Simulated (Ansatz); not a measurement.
Rock-salt TiC, treated with PBE0-D3(BJ) in Ansatz (plane waves, PAW).

Numerical settings: plane-wave cutoff 460 eV, 12×12×12 k mesh, Fermi–Dirac smearing 0.05 eV, no spin polarisation, scalar-relativistic PAW data made under PBE.

Cell (relaxed at this level):

Space group Fm-3m (No. 225); a = b = c = 4.261 Å, α = β = γ = 90.00°

```
atom  site  symmetry       x       y       z
----  ----  --------  ------  ------  ------
Ti      4a      m-3m  0.0000  0.0000  0.0000
C       4b      m-3m  0.5000  0.5000  0.5000
```
(The calculation used a cell of 2 atoms; values per cell refer to that cell.)

Task: Predict the bulk modulus and pressure derivative B′ of the bulk modulus.

Result: 
- bulk modulus: 294 GPa
- pressure derivative B′ of the bulk modulus: 3.9

Measured, for comparison: bulk modulus 240 GPa (temperature not stated, no zero-point or thermal correction, our sources range from 235 to 268; as tabulated in Krasnenko and Brik (2013), arXiv:1306.3139). Computed (rounded) less measured: bulk modulus not scored (sources differ).

Computing time: around 15 core-minutes (rough).

Ansatz is a first-principles code.
